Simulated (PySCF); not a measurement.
Species: alpha-epichlorohydrin, C₃H₅ClO.
Atom-mapped SMILES: `[Cl:1][CH2:2][C@@H:3]1[CH2:4][O:5]1` (hydrogens: H6, H7 on C2; H8 on C3; H9, H10 on C4)

Computed with PySCF at wB97X-D/pcSseg-2, non-relativistic, on one gas-phase PBE0-D3(BJ)/def2-TZVP geometry that isn't relaxed in the solvent. The solvent is an IEF-PCM continuum (cavity from Bondi-type radii × 1.2). Specific hydrogen bonds and non-electrostatic terms are outside this model.

Gas phase at wB97X-D/pcSseg-2: HOMO -10.14 eV, LUMO 2.24 eV, dipole 0.57 D.

Task: What does the continuum do to the energy, the frontier levels and the dipole at wB97X-D/pcSseg-2 in chloroform?

Result: 
```csv
solvent,ε,E(solvent) − E(gas) (kcal/mol),polarisation term (kcal/mol),distortion of the solute (kcal/mol),HOMO (eV),LUMO (eV),dipole (D)
chloroform,4.711,-3.61,-3.98,0.37,-10.09,2.38,0.66
```

Polarisation term: ½ Σ q·V over the induced surface charges. Distortion: the rise of the solute's own energy as its density leaves the gas-phase optimum.

Conformer computed: `[Cl:1][CH2:2][C@@H:3]1[CH2:4][O:5]1`: Cl1–C2–C3–C4 -95°.

The pairwise dispersion term of wB97X-D wasn't added to the energies; at a given geometry it leaves orbitals and properties as they are.
